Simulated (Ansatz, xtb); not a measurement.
C2H2Li: which of two structures lies lower

Structure a: `[Li][C]=C`, a doublet. Structure b: a doublet given by its coordinates. Both are isolated molecules in the gas phase, relaxed with PBE0-D3(BJ)/def2-SVP.

a (Å):

```xyz
5

C    -0.1087    0.2128   -0.7738
C     0.3779    1.0263    0.1479
Li    1.0647    2.1746    1.4491
H     0.5276   -0.4572   -1.3819
H    -1.1880    0.1421   -1.0050
```

b (Å):

| atom | x (Å) | y (Å) | z (Å) |
| --- | --- | --- | --- |
| C | -2.8855 | 1.5840 | -1.9837 |
| C | -2.1781 | 0.6192 | -2.4505 |
| Li | -4.0794 | 0.0921 | -2.4762 |
| H | -2.7661 | 2.5981 | -1.5802 |
| H | -1.1301 | 0.3670 | -2.6596 |

Close contacts (Å): C1–C2 1.28, C1–Li3 1.97, C2–Li3 1.97, C1–H4 1.10, C2–H5 1.10.

Energies in hartree; the thermal terms are from PBE0-D3(BJ)/def2-SVP harmonic frequencies (ideal gas, rigid rotor, one conformer each, 298.15 K, 1 atm) and include the zero-point energy:

|  | a | b |
| --- | --- | --- |
| E, CCSD(T)/def2-TZVPP | −84.665596 | −84.665257 |
| zero-point energy | 0.027283 | 0.027222 |
| H(298 K) − E | 0.032429 | 0.031879 |
| G(298 K) − E | 0.003286 | 0.003495 |

Question: Work out ΔE, ΔE₀, ΔH and ΔG for a → b in kJ/mol (1 Eh = 2625.50 kJ/mol) and the equilibrium ratio [b]/[a].

Answer: 1. ΔE = −84.665257 − (−84.665596) = +0.000339 Eh = +0.89 kJ/mol.
2. ΔE₀ = ΔE + ΔZPE = +0.000339 + (−0.000061) Eh = +0.73 kJ/mol.
3. ΔH = ΔE + (−0.000550) Eh = −0.55 kJ/mol.
4. ΔG = ΔE + (+0.000209) Eh = +1.44 kJ/mol, so ΔS = (ΔH − ΔG)/T = −6.7 J/(mol K).
5. kT = 0.9442 mEh, so K = [b]/[a] = exp(−ΔG/kT) = exp(−0.58) ≈ 0.56.

The two are too close for this level to say which is favoured. An error of 4 kJ/mol in ΔG would change K by a factor of 5. Mirror images and further conformers aren't counted.

Other levels gave ΔE = +5.0 (GFN2-xTB); +50.1 (HF/STO-3G, GFN2-xTB geometries); +5.1 (r2SCAN-D4/def2-SVP, GFN2-xTB geometries); −3.5 (PBE0-D3(BJ)/def2-SVP); +45.5 (HF/def2-TZVPP); −29.1 (MP2/def2-TZVPP) kJ/mol. Open shells are spin-unrestricted, with notable spin contamination. The correlated steps freeze 2 core orbitals; the last core shell of Li is correlated, in a basis made for valence electrons. Programs: Ansatz 0.2.0, xtb 6.7.1.
